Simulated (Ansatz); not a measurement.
Geometry optimisation, RKS PBE0-D4/def2-SVP in Ansatz 0.2.0.

The input (input.yaml):

```yaml
crystal:
  periodic: [false, false, false]
  atoms:
    - { symbol: B, position_ang: [0.0, 0.0, 0.0] }
    - { symbol: F, position_ang: [0.0, 0.0, 1.32] }
    - { symbol: H, position_ang: [1.0305, 0.0, -0.595] }
    - { symbol: H, position_ang: [-1.0305, 0.0, -0.595] }
basis:
  gaussian: { orbitals: def2-SVP }
hamiltonian:
  xc: pbe0
  dispersion: d4
relax:
  f_tol: 0.02
  max_steps: 40
```

Command:

```bash
$ ansatz run input.yaml --threads 1 --pin off --max-ram 2048MiB --backend cpu --events-out ev --progress --plain --runs-dir out
```

Q: Where does it end, and by what steps?

A: It converged. After 2 steps the energy has fallen by 0.022 eV; H3 moved furthest, 0.04 Å.

```json
{"step": "0", "energy less start (eV)": "0.0000", "largest force component (eV/Å)": "0.566", "accepted": "yes"}
{"step": "1", "energy less start (eV)": "-0.0207", "largest force component (eV/Å)": "0.130", "accepted": "yes"}
{"step": "2", "energy less start (eV)": "-0.0223", "largest force component (eV/Å)": "0.017", "accepted": "yes"}
```

```xyz
4
Properties=species:S:1:pos:R:3
B 0.000 0.000 -0.015
F 0.000 0.000 1.301
H 1.070 0.000 -0.578
H -1.070 0.000 -0.578
```

Time of the run: 2.6 s on 1 thread of Arm Neoverse V1 (shared host), peak memory 0.094 GiB.
